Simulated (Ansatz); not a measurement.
Relaxation of H$_{8}$SSi$_{2}$ (11 atoms, charge 0, multiplicity 1), to a largest force component of 0.03 eV/Å in at most 50 steps.

The calculation used Ansatz 0.2.0, RKS PBE0-D4/6-31G*.

```xyz
11
Properties=species:S:1:pos:R:3:forces:R:3
Si -0.691 -0.263 -0.365 -0.04 -0.07 -0.22
H 0.038 0.736 2.000 1.20 0.42 -0.75
H 0.686 -0.544 0.123 0.00 0.00 -0.01
Si -0.985 2.002 -0.880 -0.01 -0.04 -0.03
H -2.348 2.191 -1.456 0.02 0.01 0.01
H -0.848 2.859 0.330 0.00 -0.01 0.00
H 0.026 2.430 -1.891 -0.01 0.01 0.00
H -0.913 -1.078 -1.597 0.00 0.02 0.01
S -2.111 -0.960 1.109 -0.18 -0.15 -0.12
H -2.925 -1.561 0.216 0.04 0.03 0.05
H -0.490 0.583 2.445 -1.02 -0.23 1.06
```

Q: Where does it end, and by what steps?

A: The run converged. The force dipped under the threshold on the way, but the program's further checks kept it going. After 14 steps the energy has fallen by 0.169 eV; H2 moved furthest, 0.96 Å.

```csv
step,energy less start (eV),largest force component (eV/Å),accepted
0,0.0000,1.195,yes
1,-0.0896,0.109,yes
2,-0.1135,0.071,yes
3,-0.1257,0.383,yes
4,-0.1351,0.262,yes
5,-0.1542,0.080,yes
6,-0.1628,0.058,yes
7,-0.1649,0.013,yes
8,-0.1582,0.715,no
9,-0.1662,0.131,yes
10,-0.1663,0.255,yes
11,-0.1665,0.218,yes
12,-0.1681,0.059,yes
13,-0.1667,0.089,no
14,-0.1686,0.009,yes
```

```xyz
11
Properties=species:S:1:pos:R:3
Si -0.672 -0.408 -0.594
H 0.342 1.062 2.854
H 0.654 -0.632 0.040
Si -1.079 1.865 -0.960
H -2.464 2.036 -1.488
H -0.958 2.622 0.316
H -0.120 2.422 -1.956
H -0.713 -1.158 -1.883
S -2.067 -1.238 0.827
H -3.184 -0.887 0.160
H -0.301 0.711 2.720
```

The run took 55 s on 1 thread of Arm Neoverse V2 (shared host), peak memory 0.15 GiB.
